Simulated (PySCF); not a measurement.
Gas-phase reaction: 2 Al(CH3)F2 + 3 C2H4 + 2 AlH3 → 4 Al(CH3)2F

Computed with PySCF and rigid-rotor harmonic-oscillator thermochemistry at 1 bar. † marks an energy on the PBE0/def2-TZVP geometry and frequencies; other levels use their own. MP2 and CCSD(T) freeze the core. 6-31G* has spherical d functions here. All species are closed-shell singlets. B3LYP is the form with VWN-RPA correlation. Al(CH3)F2, AlH3, Al(CH3)2F: computed as isolated molecules; such fragments, hydroxides, amides, oligomers or adducts are transient or little studied in the gas. MP2 isn't extrapolated to the basis-set limit. CCSD(T) isn't extrapolated to the basis-set limit.

| level | ΔH°(298 K), kJ |
|---|---|
| B3LYP/6-31G* | -536 |
| BLYP/def2-TZVP† | ___ |
| CCSD(T)/def2-SVP† | -508 |
| HF/6-31G* | -463 |
| HF/def2-TZVP† | ___ |
| MP2/def2-TZVPP† | ___ |
| PBE/def2-SVP | -592 |
| r2SCAN/def2-TZVP† | -604 |
| LDA/def2-TZVP† | -686 |
| ωB97X-V/def2-TZVP† | ___ |

Question: Some entries are withheld; supply them.

Answer: 
- BLYP/def2-TZVP†, ΔH°(298 K), kJ: -481
- HF/def2-TZVP†, ΔH°(298 K), kJ: -438
- MP2/def2-TZVPP†, ΔH°(298 K), kJ: -590
- ωB97X-V/def2-TZVP†, ΔH°(298 K), kJ: -580
